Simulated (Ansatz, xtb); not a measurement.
B2H2N: 4 structures ranked

4 gas-phase structures of B2H2N, found in a search over its isomers (lower ones may exist). Each was relaxed with GFN2-xTB:

A. `[B]=NB`, a doublet
B. `[BH]B=N`, a doublet
C. `[B]1BN1`, a doublet
D. `B1B[N]1`, a doublet

**Question.** Estimate their order in r2SCAN-D4/def2-SVP energy at these geometries, lowest first.

**Answer.** Calculated order at r2SCAN-D4/def2-SVP: D (0.0), A (12.1), C (19.9), B (31.8) kcal/mol.

Energies above the lowest of each column, in kcal/mol; the last columns are at B3LYP-D4/def2-TZVP geometries and were run for some of them only (a dash: not run or not comparable):

```
structure  GFN2-xTB  HF/STO-3G  r2SCAN-D4/def2-SVP  B3LYP-D4/def2-TZVP  CCSD(T)/def2-TZVP
        D       0.0        0.0                 0.0                 0.0                0.0
        A       1.6        0.0                12.1                14.3               14.3
        C      27.9       22.2                19.9                24.3               23.6
        B      26.2       46.3                31.8                   –                  –
```

Every level run on D puts it lowest or level with the lowest. Flexible structures stand in one conformer each, not always the lowest. Frequencies (B3LYP-D4/def2-TZVP) were run for A, C, D alone. Open shells are spin-unrestricted, some with notable spin contamination.

Over these structures GFN2-xTB departs from r2SCAN-D4/def2-SVP by 6.0 kcal/mol on average once a common shift is removed. A GFN2-xTB relaxation took about 0.089 s and the r2SCAN-D4/def2-SVP energy about 1.6 s on a shared host (Ansatz 0.2.0, xtb 6.7.1).
